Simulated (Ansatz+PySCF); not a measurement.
A calculation with PySCF 2.14.0.

```python
from pyscf import gto, dft

mol = gto.M(atom="""
O 0.000000 0.000000 -1.188270
O 0.000000 0.000000 1.188270
""", basis='cc-pvdz', charge=0, spin=2)
mf = dft.ROKS(mol, xc='wb97x')
mf.kernel()
print(mf.converged, mf.e_tot, mf.spin_square()[0])
```

The script is written out from the run's settings.

The run gave:

```
Converged                       : yes
Total energy                    : -149.94076 hartree
Spin squared of the determinant : 2.000
Cycles                          : 7
```

This is not the lowest solution: another run reaches a determinant 2.04 eV lower. Caution: an unrestricted determinant lies well below.
